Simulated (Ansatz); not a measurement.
# Beryllium, hcp under r²SCAN: testing the cold (Marzari-Vanderbilt) smearing

Aim: find which cold (Marzari-Vanderbilt) smearing width is enough for energy and pressure. The geometry was relaxed under r²SCAN beforehand and stays fixed; 7 values are run, from 0.01 to 1.0 eV. Wanted are the values from which on the energy stays within 10 and 1 meV/atom, and the pressure within 0.5 GPa, of the narrowest run. Within the series other settings stay, but some runs also write fields, which adds to their time. Spin polarisation is left out.

Computed with Ansatz 0.2.0 (DFT r²SCAN, plane waves with PAW, scalar-relativistic, unless a step says otherwise).

## (1) The system as given

The structure is hexagonal, space group P6_3/mmc (No. 194). Conventional cell: a = 2.265 Å, b = 2.265 Å, c = 3.561 Å, α = 90.00°, β = 90.00°, γ = 120.00°. Be (site symmetry -6m2) is surrounded by 12 Be at 2.21 to 2.26 Å.

Structure file:

```
Be
1.0
     2.26460    0.00000    0.00000
    -1.13230    1.96120    0.00000
     0.00000    0.00000    3.56126
Be
2
Cartesian
  0.0000 1.3075 0.8903
  1.1323 0.6537 2.6709
```

## (2) Run at 0.01 eV

The run at 0.01 eV.

input.yaml

```yaml
crystal:
  lattice:
    - [2.2645998697, 0.0, 0.0]
    - [-1.1322999349, 1.9612010165, 0.0]
    - [0.0, 0.0, 3.5612588026]
  atoms:
    - { symbol: Be, position: [0.3333333333, 0.6666666667, 0.25] }
    - { symbol: Be, position: [0.6666666667, 0.3333333333, 0.75] }
hamiltonian:
  xc: r2scan
  pseudopotentials:
    kind: paw
    azcp:
      Be: "pseudopotentials/Be.paw.azcp"
basis:
  ecutwfc: 500
  fft_grid_basis: typed
kpoints:
  mp_grid: { grid: [16, 16, 9], shift: [0, 0, 0] }
magnetization:
  spin_polarized: false
scf:
  occupations: { method: cold, width: 0.01 }
  lower_state_search: "off"
output:
  stress: true
```

On the command line:

```
ansatz run input.yaml --threads 2 --pin off --max-ram 5120MiB --backend cpu --events-out ev --progress --plain --runs-dir out
```

## (3) Run at 0.03 eV

The run at 0.03 eV.

Changes to input.yaml since step 2:

```diff
@@ -22,3 +22,3 @@
 scf:
-  occupations: { method: cold, width: 0.01 }
+  occupations: { method: cold, width: 0.03 }
   lower_state_search: "off"
```

## (4) Run at 0.1 eV

The run at 0.1 eV.

Changes to input.yaml since step 3:

```diff
@@ -22,3 +22,3 @@
 scf:
-  occupations: { method: cold, width: 0.03 }
+  occupations: { method: cold, width: 0.1 }
   lower_state_search: "off"
```

## (5) Run at 0.2 eV

The run at 0.2 eV.

Changes to input.yaml since step 4:

```diff
@@ -22,3 +22,3 @@
 scf:
-  occupations: { method: cold, width: 0.1 }
+  occupations: { method: cold, width: 0.2 }
   lower_state_search: "off"
```

## (6) Run at 0.3 eV

The run at 0.3 eV.

Changes to input.yaml since step 5:

```diff
@@ -22,3 +22,3 @@
 scf:
-  occupations: { method: cold, width: 0.2 }
+  occupations: { method: cold, width: 0.3 }
   lower_state_search: "off"
```

## (7) Run at 0.6 eV

The run at 0.6 eV.

Changes to input.yaml since step 6:

```diff
@@ -22,3 +22,3 @@
 scf:
-  occupations: { method: cold, width: 0.3 }
+  occupations: { method: cold, width: 0.6 }
   lower_state_search: "off"
@@ -26 +26,5 @@
   stress: true
+  write_density: true
+  write_potential: true
+  elf: true
+  volumetric_format: npy
```

## (8) Run at 1.0 eV

The run at 1.0 eV.

Changes to input.yaml since step 7:

```diff
@@ -22,3 +22,3 @@
 scf:
-  occupations: { method: cold, width: 0.6 }
+  occupations: { method: cold, width: 1.0 }
   lower_state_search: "off"
```

(Steps that only read results are left out.)

**Question.** What will these runs give?

The runs gave:

```
                                           quantity                       value
       E(σ → 0) stays within 10 meV/atom of 0.01 eV                up to 1.0 eV
                   E(σ → 0) stays within 1 meV/atom                up to 0.6 eV
                      pressure stays within 0.5 GPa                up to 1.0 eV
                                pressure at 0.01 eV                    0.01 GPa
energy of a separate run on a finer mesh (26×26×15)  +1.1 meV/atom from 0.01 eV
```

**Reading.** The far end, 1.0 eV, lies +2.2 meV/atom and -0.2 GPa from the yardstick. The free energy F moves by +9.1 meV/atom over the range, and the estimate for σ → 0 by +2.2. This scheme cancels the term in the square of the width, so F moves little up to 0.2 eV. The mesh (16×16×9) is fixed, so the narrowest widths carry a k-point error of their own. The yardstick itself is unsettled by 1.1 meV/atom against the finer mesh, so the thresholds above hold only within this series, and wider smearing, which averages over more states, can land nearer the fine-mesh value than the narrowest does.
